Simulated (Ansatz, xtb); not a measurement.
CH2AlSi: where a starting geometry ends

The starting geometry of this gas-phase doublet was built from a drawn formula by distance geometry and a force field; its bonds are those of `[H]/[C]=[SiH]/[Al]`.

```xyz
5

C    -1.3476    1.3141   -1.8235
Al   -1.9616   -1.3885    0.2672
Si   -0.8215   -0.2484   -1.3706
H    -0.7853    1.8886   -2.5750
H     0.4538   -0.7672   -1.9497
```

Task: Predict what becomes of its bonds when it is optimised with r2SCAN-D4/def2-SVP.

Result: It rearranges to `[CH]1=[SiH][Al]1`. Contacts that close: C1–Al2 (3.47 → 1.90 Å).

The energy falls by 2.23 eV over 18 steps:

```
step  E − E(last) (eV)
   1             2.227
   3             1.691
   5             1.467
   7             1.340
   9             1.132
  10             0.957
  12             0.465
  14             0.057
  16             0.000
  18             0.000
```

Final geometry (Å):

```xyz
5

C    -1.3840    0.7918   -1.4501
Al   -2.2403   -0.3296   -0.1717
Si   -0.3411   -0.6531   -1.4787
H    -1.3719    1.7526   -1.9821
H     0.8751   -0.7632   -2.3688
```

From the same start GFN2-xTB reaches the same bonding as this run.

The end wasn't checked by frequencies. Open shells are spin-unrestricted. Run with Ansatz 0.2.0, 2.8 min on 1 thread of Arm Neoverse V1, on a shared host.
